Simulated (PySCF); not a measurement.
# H3P (PH3): the cost of one run

Programs: PySCF 2.14.0, with density-fitted response routines of our own. Each step states its level of theory. These are calculated values for one molecule in the gas phase, unless marked as measured. Atoms count from 0, in the outputs and in this text.

### Step 1. Starting geometry

4 atoms, charge 0, multiplicity 1; geometry from: GFN2-xTB.

Bonds of the start (Å): P0–H1 1.39, P0–H2 1.39, P0–H3 1.39.

### Step 2. NMR shieldings: WP04/def2-QZVP

The job: settings as JSON, then the geometry in Å.

```
{"job": {"kind": "nmr", "xc": "WP04", "basis": "def2-QZVP", "pop": false}, "charge": 0, "multiplicity": 1}
P     -0.001477     0.003466     0.570380
H     -0.558658     1.008622    -0.205648
H      1.158342    -0.016325    -0.189555
H     -0.587973    -0.990990    -0.198030
```

With the program's defaults for keys left out, this is: GIAO WP04/def2-QZVP NMR shielding, non-relativistic, gas phase.

Launch:

```console
$ OMP_NUM_THREADS=1 python probes_run.py task.json out
```

This one command runs all jobs of the session in turn.

**Question.** How long does this first job take on 1 thread of Intel Xeon at 2.30GHz, shared host, and how much memory does it need?

About 3.4 s, with a peak of 0.48 GiB.
